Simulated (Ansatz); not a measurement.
Reaction (substitution at a C–O bond): `C=NC(N)(O)F` + H–F → `C=NC(N)(F)F` + H₂O

Gas-phase electronic energies from Ansatz, PBE0-D4/def2-TZVP geometries. CCSD(T)/CBS is the MP2 limit (def2-TZVPP, def2-QZVPP) plus CCSD(T) − MP2 in def2-TZVPP, frozen cores. This one scheme is used for every species. DFT in def2-TZVPP. B3LYP here is the variant with VWN-RPA as its local correlation; programs differ in this. Each species was taken in one conformer, which may not be the lowest.

| level | ΔE (kJ/mol) | difference from CCSD(T)/CBS |
| --- | --- | --- |
| r2SCAN-D4 | -6.8 | -6.7 |
| PBE0-D4 | -3.2 | -3.1 |
| B3LYP-D4 | -6.0 | -5.9 |
| ωB97M-V | -5.9 | -5.8 |
| B3LYP | -9.4 | -9.3 |
| SCS-MP2/def2-TZVPP | -0.7 | -0.6 |
| CCSD/def2-TZVPP | -2.1 | -2.0 |
| CCSD(T)/def2-TZVPP | -0.6 | -0.5 |
| MP2/def2-QZVPP | 2.7 | 2.8 |
| MP2/CBS(def2) | 3.0 | 3.1 |
| CCSD(T)/CBS | -0.1 | 0 |

Largest T1 diagnostic among the species: 0.012.

The D4 term adds +3.4 kJ/mol with B3LYP and +1.8 kJ/mol with PBE0; it sums over pairs of atoms, weighted by their polarisabilities, and B3LYP, whose exchange is more repulsive, gets the larger term. In def2-TZVPP, CCSD(T) changes the Hartree–Fock value by +11.8 kJ/mol (the triples alone add +1.5 kJ/mol) and MP2 by +14.9 kJ/mol.
